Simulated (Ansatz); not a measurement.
fluorine cation (F2), SMILES FF (connectivity only; charge and spin as stated), charge +1, multiplicity 2.

The structure is a stationary point at PBE0-D3(BJ)/def2-TZVPD. The spin state was assumed, not searched.

Two levels are set side by side: PBE/def2-TZVPD (Ansatz, a quantum-chemistry and plane-wave program) and PBE0/def2-TZVPD (Ansatz). Energy differences of separate SCF runs at the same geometry; the states with an electron removed or added have multiplicity 3 and 1. Differences are taken from unrounded values.

```json
[
 {"quantity": "vertical ionisation energy (eV)", "PBE0": "28.55"},
 {"quantity": "vertical electron affinity (eV)", "PBE0": "15.18"}
]
```

What does PBE give, and how far is it from PBE0? (Estimate from the structure and the level; the computed values follow.)


```
quantity                           PBE  PBE minus PBE0
-------------------------------  -----  --------------
vertical ionisation energy (eV)  27.98           -0.57
vertical electron affinity (eV)  14.77           -0.41
```
